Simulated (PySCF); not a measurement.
**Working with the constants of MgS**

PBE0 constants of MgS, ¹Σ⁺ (singlet), closed shell (Mg def2-TZVP, S def2-TZVP; no relativity (PySCF 2.14); masses 23.9850 and 31.9721 u):

```
ωe              : 545.6 cm⁻¹
ωexe            : 2.47 cm⁻¹
Be              : 0.26962 cm⁻¹
αe              : 0.00162 cm⁻¹
D (centrifugal) : 2.63e-07 cm⁻¹
De to Mg + S    : 2.10 eV
```

**Question.** Give the band origin of the fundamental and the first lines of its P and R branches.

**Answer.** ν0 = ωe − 2ωexe = 540.7 cm⁻¹, B0 = 0.26881, B1 = 0.26719 cm⁻¹.

```json
{"J″": "0", "P(J″) − ν0": "", "R(J″) − ν0": "0.534"}
{"J″": "1", "P(J″) − ν0": "-0.538", "R(J″) − ν0": "1.066"}
{"J″": "2", "P(J″) − ν0": "-1.078", "R(J″) − ν0": "1.593"}
{"J″": "3", "P(J″) − ν0": "-1.623", "R(J″) − ν0": "2.118"}
{"J″": "4", "P(J″) − ν0": "-2.170", "R(J″) − ν0": "2.639"}
{"J″": "5", "P(J″) − ν0": "-2.720", "R(J″) − ν0": "3.157"}
{"J″": "6", "P(J″) − ν0": "-3.274", "R(J″) − ν0": "3.672"}
```

**Question.** Near which J would the R branch turn back, without centrifugal distortion?

**Answer.** At J ≈ (B0 + B1)/(2(B0 − B1)) − 1 ≈ 160.
